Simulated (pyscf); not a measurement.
This saddle point was located with ωB97X-D3(BJ)/def2-SVP in PySCF.

```xyz
5

Ge    -0.1158    -0.2288     0.0342
H     -1.5004    -0.0857     1.1836
H     -0.2752    -1.8049     0.1379
F     -1.8920    -0.0747    -0.9163
H     -1.9630    -0.0774     0.2952
```

Surface: singlet, charge 0. Lowest wavenumbers (cm⁻¹): 1159i, 537, 654, 811, 1068.

Question: Which two sides does it connect, and which bonds change?

Answer: GeH₂ (SMILES [GeH2]) [singlet] + HF (SMILES F) ⇌ F–GeH: (SMILES [F][GeH]) [singlet] + H₂ (SMILES [H][H]), a four-centre exchange read from left to right: Ge–H, F–H broken and F–Ge, H–H formed. At ωB97M-D3(BJ)/def2-TZVP it lies +2.9 kcal/mol from the left side and +25.5 kcal/mol from the right (each side as separated species at their lowest minima found). On the reactant side the descent ends in a complex, 7.9 kcal/mol under the separated species and 10.3 kcal/mol under the saddle at ωB97X-D3(BJ)/def2-TZVP. At the saddle there is also a short Ge–H contact that neither side keeps. This is the saddle that the search found; another between the same sides may lie lower. Elements up to Kr have no core potential and no relativistic terms here.
